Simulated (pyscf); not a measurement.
Thermochemistry of product channels of [Cl–Zr(Cl)–Cl]• + hydrogen chloride (HCl) on the doublet surface, in kJ/mol, from ωB97M-D3(BJ)/def2-TZVP energies (ideal gas, 1 atm, RRHO with modes under 100 cm⁻¹ raised to 100, one conformer, R ln 2 for chiral ones without a mode under 150 cm⁻¹). Single points on ωB97X-D3(BJ)/def2-SVP structures (PySCF, gas phase).

```csv
products,ΔE,ΔH(298 K),ΔG(900 K),ΔG(1200 K)
Cl–ZrH(Cl)–Cl + Cl atom (Cl•),+145.5,+142.8,+161.1,+165.2
chlorine (Cl–Cl) + [Cl–ZrH–Cl]•,[?],+386.7,+371.2,+365.9
```

Problem. Complete the blanks.

Solution. 
- chlorine (Cl–Cl) + [Cl–ZrH–Cl]•, ΔE: +393.4

These are energies of the channels, which say nothing of barriers. Left out: orbital degeneracy and the spin-orbit lowering of Cl. Open-shell species with a d-block atom are single-reference here; other states, and whether the spin sits on metal or ligand, were not checked. Elements past Kr carry the def2 core potentials, without spin-orbit coupling.
